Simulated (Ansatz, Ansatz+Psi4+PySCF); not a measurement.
| atom | x (Å) | y (Å) | z (Å) |
| --- | --- | --- | --- |
| C | 0.0000 | 0.0000 | -0.6110 |
| N | 0.0000 | 0.0000 | 0.5238 |

Basis set: cc-pVTZ (spherical functions). Frozen core: 2 orbitals. Correlation on ROHF uses semicanonical orbitals with singles. Charge 0, multiplicity 2.

Computed with Ansatz (development build ahead of 0.2.0); each method stands on the lowest determinant of its kind that the runs found.

Task: Give the atomization energy at this shape (free ground-state atoms in the same class of orbitals less the molecule, no zero-point energy) of doublet CN by ROHF-CCSD(T), ROHF-CCSD, UHF-CCSD(T), ROHF-MP2, UHF-MP2.

Result:

```csv
method,atomization energy
ROHF-CCSD(T),704.4 kJ/mol
ROHF-CCSD,667.5 kJ/mol
UHF-CCSD(T),700.7 kJ/mol
ROHF-MP2,739.6 kJ/mol
UHF-MP2,684.2 kJ/mol
```

Caution: large amplitudes, a single reference is doubtful. Caution for UHF-CCSD(T), UHF-MP2: the unrestricted determinant is spin contaminated.
